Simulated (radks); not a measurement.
# F⁴⁺ in [He] 2s1 2p1 3s1: an all-electron calculation

One table from this session's results is given with a row withheld; the runs are named, their logs left out.

Method: Dirac Kohn-Sham, PW91, spin-unpolarised, spherical densities, finite nucleus; open shells fill j = l - 1/2 first. Code: radks (a radial shooting solver on a logarithmic mesh, Libxc functionals) version 1.

### What is computed

```
element            : fluorine (Z = 9)
charge             : +4
electrons          : 5
configuration      : [He] 2s1 2p1 3s1
nuclear rms radius : 2.8976 fm
```

Set-up of the first run:

Input:

```text
Z 9
configuration [He] 2s1 2p1 3s1 3p0 4s0 3d0 4f0
relativity Dirac
functional pw91,pw91
spin unpolarised
j_filling energy
nucleus finite rms 2.8976 fm
c 137.035999084
```

Command:

```
$ python run_ks.py task.json out
```

All runs below come from this command, one after another.

One of the session's tables, all rows but one given; the rest of the session is left out.

It belongs to the step «Shells». From the orbitals of this run (lengths in bohr):

```
level     <r>  outermost maximum (interpolated)  90 % within  nodes
1s1/2  0.1755                             0.114        0.314      0
2s1/2  0.8142                             0.684         1.26      1
2p1/2  0.7384                             0.576         1.20      0
2p3/2  0.7393                             0.577         1.20      0
3s1/2   2.116                              1.97         3.07      2
3p1/2   2.132                              1.98         3.15      1
3p3/2   2.134                              1.98         3.15      1
3d3/2   1.950                              1.67         2.98      0
3d5/2       ?                                 ?            ?      ?
4s1/2   4.014                              4.02         5.64      3
4f5/2   3.606                              3.27         5.20      0
4f7/2   3.606                              3.27         5.20      0
```

Estimate the missing values for 3d5/2.

As computed: <r>: 1.951; outermost maximum (interpolated): 1.67; 90 % within: 2.98; nodes: 0. In the column «<r>» it lies between 3d3/2 (1.950) and 3s1/2 (2.116).
